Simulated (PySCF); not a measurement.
# Electric properties by functional and basis

Species: CH₃BO.
Cartesian coordinates in Å at the PBE0-D3(BJ)/def2-SVP level; atoms count from 1:
```xyz
6
CH3BO angstrom
B     -0.5405    0.0065   -0.0178
C      0.9779   -0.0066    0.0094
O      2.1095   -0.0192    0.0319
H     -0.8403   -0.9019   -0.7758
H     -0.8663   -0.1906    1.1420
H     -0.8341    1.1158   -0.4328
```

PySCF, dipoles from the SCF density, polarisabilities from static response with core orbitals frozen. Geometry: PBE0-D3(BJ)/def2-SVP; no solvent, vibrations or thermal averaging.

Problem. How do dipole and polarisability depend on functional and basis here?

Solution. 

```tsv
level	μ (D)	error (%)	α (au)	anisotropy (au)
LDA/def2-SVPD	1.015	-40.2	36.00	19.05
PBE/def2-SVPD	1.187	-30.1	35.30	18.79
B3LYP/def2-SVPD	1.313	-22.7	34.44	17.51
PBE0/def2-SVPD	1.310	-22.9	34.05	17.47
BHandHLYP/def2-SVPD	1.438	-15.3	33.01	15.80
CAM-B3LYP/def2-SVPD	1.430	-15.8	34.10	16.89
wB97X-D/def2-SVPD	1.407	-17.1	34.16	17.05
LC-wPBE/def2-SVPD	1.595	-6.1	33.39	16.64
HF/def2-SVPD	1.638	-3.6	31.23	12.94
PBE0/6-31G*	1.523	-10.3	28.15	16.87
```

Reference dipole: 1.698 D (measured, gas; NIST CCCBDB Release 22 (SRD 101), experimental dipoles). The anisotropy is √(½[(α1 − α2)² + (α2 − α3)² + (α3 − α1)²]). For the dipole, the smallest error is 3.6% (HF/def2-SVPD) and the largest 40.2% (LDA/def2-SVPD). The dipole runs from 1.01 D (LDA/def2-SVPD) to 1.64 D (HF/def2-SVPD). In one basis (def2-SVPD) the functionals order the polarisability from HF (lowest) to LDA (highest), a spread of 15%. With PBE0 the polarisability is 28.15 au without diffuse functions (6-31G*) and 34.05 au with them (def2-SVPD). Measured values can belong to vibrating molecules and may average over conformers; the computed ones are for one fixed geometry.
